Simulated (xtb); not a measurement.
xtb input (GFN1-xTB):

```bash
xtb mol.xyz --gfn 1 --sp --chrg -1 --uhf 0
```
mol.xyz:
```
9

C      0.00080378    -0.02177211     0.41324146
C     -0.00024699    -0.78565312    -0.85206570
C     -0.00289049     0.75882242    -0.86330175
C      0.00340449    -0.09814573     1.74489492
H     -0.90817693    -1.28775662    -1.19152984
H      0.90811688    -1.28467239    -1.19490016
H      0.90395000     1.25679477    -1.21086112
H     -0.91270055     1.25370994    -1.20749014
H      0.00238584     0.94241549     2.14816769
```

End of the output:

```
         :::::::::::::::::::::::::::::::::::::::::::::::::::::
         ::                     SUMMARY                     ::
         :::::::::::::::::::::::::::::::::::::::::::::::::::::
         :: total energy             -11.212879619406 Eh    ::
         :: gradient norm              0.051651852306 Eh/a0 ::
         :: HOMO-LUMO gap              3.841489819967 eV    ::
         ::.................................................::
         :: SCC energy               -11.380241150160 Eh    ::
         :: -> electrostatic           0.131397429068 Eh    ::
         :: repulsion energy           0.169662348779 Eh    ::
         :: dispersion energy         -0.002300818024 Eh    ::
         :: halogen bond corr.         0.000000000000 Eh    ::
         :: add. restraining           0.000000000000 Eh    ::
         :: total charge              -1.000000000000 e     ::
         :::::::::::::::::::::::::::::::::::::::::::::::::::::

           -------------------------------------------------
          |                Property Printout                |
           -------------------------------------------------

    * Orbital Energies and Occupations

         #    Occupation            Energy/Eh            Energy/eV
      -------------------------------------------------------------
         1        2.0000           -0.4390317             -11.9467
         2        2.0000           -0.3959262             -10.7737
         3        2.0000           -0.3623548              -9.8602
         4        2.0000           -0.3480273              -9.4703
         5        2.0000           -0.3295362              -8.9671
         6        2.0000           -0.2894240              -7.8756
         7        2.0000           -0.2663303              -7.2472
         8        2.0000           -0.2374403              -6.4611
         9        2.0000           -0.2076614              -5.6508
        10        2.0000           -0.1575844              -4.2881
        11        2.0000           -0.1032876              -2.8106 (HOMO)
        12                          0.0378845               1.0309 (LUMO)
        13                          0.0797131               2.1691
        14                          0.0843146               2.2943
        15                          0.1137350               3.0949
        16                          0.1442767               3.9260
        17                          0.1529193               4.1611
Note: The following floating-point exceptions are signalling: IEEE_DENORMAL
normal termination of xtb
        18                          0.1834843               4.9929
        19                          0.3730579              10.1514
        20                          0.4050945              11.0232
        21                          0.4661473              12.6845
        22                          0.5417127              14.7408
       ...                                ...                  ...
        26                          0.9484378              25.8083
      -------------------------------------------------------------
                  HL-Gap            0.1411722 Eh            3.8415 eV
             Fermi-level           -0.0327016 Eh           -0.8899 eV

  Mulliken/CM5 charges         n(s)   n(p)   n(d)
     1C     0.01703  0.00087   1.050  2.933  0.000
     2C    -0.10771 -0.20826   0.986  3.121  0.000
     3C    -0.12356 -0.22445   0.989  3.135  0.000
     4C    -0.61233 -0.65787   1.350  3.262  0.000
     5H    -0.03237  0.02085   1.032  0.000  0.000
     6H    -0.03237  0.02085   1.032  0.000  0.000
     7H    -0.03229  0.02079   1.032  0.000  0.000
     8H    -0.03229  0.02079   1.032  0.000  0.000
     9H    -0.04411  0.00646   1.044  0.000  0.000

Wiberg/Mayer (AO) data.
largest (>0.10) Wiberg bond orders for each atom

 ---------------------------------------------------------------------------
     #   Z sym  total        # sym  WBO       # sym  WBO       # sym  WBO
 ---------------------------------------------------------------------------
     1   6 C    3.909 --     4 C    2.015     2 C    0.955     3 C    0.914
     2   6 C    3.910 --     5 H    0.977     6 H    0.977     1 C    0.955
                             3 C    0.944
     3   6 C    3.897 --     8 H    0.978     7 H    0.978     2 C    0.944
                             1 C    0.914
     4   6 C    3.174 --     1 C    2.015     9 H    1.001
     5   1 H    1.014 --     2 C    0.977
     6   1 H    1.014 --     2 C    0.977
     7   1 H    1.014 --     3 C    0.978
     8   1 H    1.014 --     3 C    0.978
     9   1 H    1.046 --     4 C    1.001
 ---------------------------------------------------------------------------

Topologies differ in total number of bonds
Writing topology from bond orders to xtbtopo.mol

 dipole moment from electron density (au)
     X       Y       Z
  -0.0052   0.5723  -2.2841  total (Debye):    5.985

           -------------------------------------------------
          | TOTAL ENERGY              -11.212879619406 Eh   |
          | GRADIENT NORM               0.051651852306 Eh/α |
          | HOMO-LUMO GAP               3.841489819967 eV   |
           -------------------------------------------------

------------------------------------------------------------------------
------------------------------------------------------------------------
 total:
 SCF:
```

It need not be the lowest isomer of its formula. Whether it binds its extra electron was not tested at this geometry.
